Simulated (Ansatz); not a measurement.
A structure drawn as `Cc1ccccc1`, with this starting geometry:

```xyz
15

C     1.719    0.548   -1.300
C     0.549    0.138   -0.443
C    -0.586    0.935   -0.440
C    -1.674    0.720    0.437
C    -1.657   -0.465    1.208
C    -0.505   -1.293    1.223
C     0.582   -0.960    0.412
H     1.427    1.027   -2.165
H     2.468    1.139   -0.733
H     2.293   -0.410   -1.606
H    -0.595    1.855   -1.070
H    -2.527    1.328    0.395
H    -2.482   -0.756    1.838
H    -0.461   -2.182    1.841
H     1.449   -1.623    0.405
```

The species carries charge 0 and has multiplicity 1.

Problem. Does it keep its bonds when Ansatz relaxes it at PBE-D4/def2-SVP and then PBE0-D4/def2-TZVP?

Solution. Yes, every drawn bond is still there and no new one forms.

Problem. Give the relaxed structure. (Best estimate.)

Solution. Computed: 
Z-matrix (Å, degrees):
```
C
C 1 1.498
H 1 1.092 2 111.4
H 1 1.091 2 111.4 3 121.0
H 1 1.095 2 110.9 3 -119.5
C 2 1.392 1 120.9 3 -148.5
C 2 1.392 1 120.9 3 32.6
C 6 1.387 2 121.0 1 -178.6
H 6 1.085 2 119.3 1 1.6
C 7 1.386 2 121.0 1 178.6
H 7 1.086 2 119.3 1 -1.6
C 8 1.387 6 120.2 2 -0.1
H 8 1.084 6 119.8 2 -179.9
H 10 1.084 7 119.8 2 179.9
H 12 1.084 8 120.3 6 -179.8
```
All modes are real.

Atoms count as bonded under 1.1 times the sum of their covalent radii (H–H under 0.85 Å, pairs among N, O and F under 1.55 Å), and a drawn bond as lost past 1.3 times.
